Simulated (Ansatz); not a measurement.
`C/C(F)=C/CF` + H₂ → `C/C=C/CF` + H–F at 500 K and 1 bar (hydrogenolysis of a C–F bond).

Computed with Ansatz on PBE0-D4/def2-TZVP structures; ΔE is electronic, products minus reactants. CCSD(T)/CBS is the MP2 limit (def2-TZVPP, def2-QZVPP) plus CCSD(T) − MP2 in def2-TZVPP, frozen cores. This one scheme is used for every species. Double bonds are as drawn, so ΔE can hold a change between cis and trans. One conformer a species, not always the lowest.

```json
{"species": "`C/C(F)=C/CF`", "CCSD(T)/CBS energy (Eh)": "-355.37707", "H − E (kJ/mol)": "291.7", "S (J/(mol·K))": "402.8"}
{"species": "H₂", "CCSD(T)/CBS energy (Eh)": "-1.17544", "H − E (kJ/mol)": "41.0", "S (J/(mol·K))": "145.5"}
{"species": "`C/C=C/CF`", "CCSD(T)/CBS energy (Eh)": "-256.18910", "H − E (kJ/mol)": "307.0", "S (J/(mol·K))": "375.4"}
{"species": "H–F", "CCSD(T)/CBS energy (Eh)": "-100.39570", "H − E (kJ/mol)": "39.4", "S (J/(mol·K))": "188.7"}
```

H − E and S are ideal-gas, rigid-rotor, harmonic terms from PBE0-D4/def2-TZVP, for one conformer and one mirror image of each species. The MP2-based limit puts H₂ 0.8 mEh under its directly extrapolated value; such offsets cancel only in part. 1 Eh = 2625.50 kJ/mol, R = 8.31446 J/(mol·K).

By hand: ΔE, ΔH, ΔS and ΔG.

ΔE = (-256.18910) + (-100.39570) − (-355.37707) − (-1.17544) = -0.03229 Eh = -84.8 kJ/mol. Δ(H − E) = 307.0 + 39.4 − 291.7 − 41.0 = 13.7, so ΔH = -71.1 kJ/mol. ΔS = 375.4 + 188.7 − 402.8 − 145.5 = 15.8 J/(mol·K). ΔG = -71.1 − 500 × (15.8)/1000 = -79.0 kJ/mol.

By hand: the equilibrium constant, and the temperature at which ΔG would vanish if ΔH and ΔS stayed fixed.

log₁₀ K = −ΔG/(RT ln 10) = 8.3. ΔH and −TΔS have one sign here, so there is no such temperature.

ΔH outweighs TΔS. A doubt of 5 kJ/mol in ΔE shifts log₁₀ K by 0.5 here. Other conformers and mirror images would add mixing entropy, several J/(mol·K) or more a flexible species. These are equilibria of isolated gas molecules and say nothing of rates. Largest T1 diagnostic: 0.011 (customary marks: 0.02 for closed shells, 0.045 for open ones).
